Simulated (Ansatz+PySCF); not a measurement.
Results of a calculation; reference values are marked as such.
Input for PySCF 2.14.0:

```python
from pyscf import gto, scf, mp

mol = gto.M(atom="""
B 0.000000 0.000000 -0.811890
F 0.000000 0.000000 0.451050
""", basis='def2-svp', charge=0, spin=0)
mf = scf.RHF(mol)
mf.kernel()
pt = mp.MP2(mf, frozen=2).run()
print(mf.e_tot, pt.e_corr, pt.e_tot)
```

The script is written out from the run's settings.

The run gave:

```json
{
 "Converged": "yes",
 "Reference energy": "-124.00287 hartree",
 "Correlation energy": "-0.24681 hartree",
 "Total energy": "-124.24969 hartree"
}
```
